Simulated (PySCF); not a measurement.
# CH₂⁺, doublet: reading a ladder of total energies

Geometry: that of the CH2, singlet, kept fixed.

```
atom   x (Å)    y (Å)    z (Å)
   C  0.0000  -0.1011   0.0000
   H  0.0000   0.6021  -0.8621
   H  0.0000   0.6021   0.8621
```

Basis cc-pVDZ; PySCF 2.14.0. Correlated methods freeze the noble-gas cores, which leaves 5 electrons in 23 orbitals. R marks a restricted (for open shells ROHF) determinant, U an unrestricted one.

Full CI is exact within this basis and frozen core; it isn't the basis-set limit. The frozen core follows each run's orbitals, which can shift R against U totals by a few meV.

Restricted and unrestricted runs freeze slightly different cores, so the step to full CI, which has another core, is uncertain by up to 0.1 kcal/mol.

```csv
level,total energy (hartree)
UHF,-38.546731
UMP2,-38.623142
UCCSD,-38.644552
UCCSD(T),-38.645968
UCCSDT,-38.646380
full CI,-38.646408
```

Q: What is the correlation energy at full CI, and what share of it do UMP2 and UCCSD(T) recover?

A: E(corr) = -38.646408 − (-38.546731) = -0.099677 hartree = -2.712 eV. UMP2: -0.076411 / -0.099677 = 76.66 %. UCCSD(T): -0.099237 / -0.099677 = 99.56 %.

Q: By how many kcal/mol does UCCSD(T) miss full CI (1 hartree = 627.509 kcal/mol), and which steps make up the rest?

A: -38.645968 − (-38.646408) = 0.000440 hartree = 0.28 kcal/mol. Steps: UCCSDT − UCCSD(T) = -0.26, full CI − UCCSDT = -0.02 kcal/mol. That is within 1 kcal/mol of the reference in this basis, which itself misses far more of the correlation at the basis-set limit.
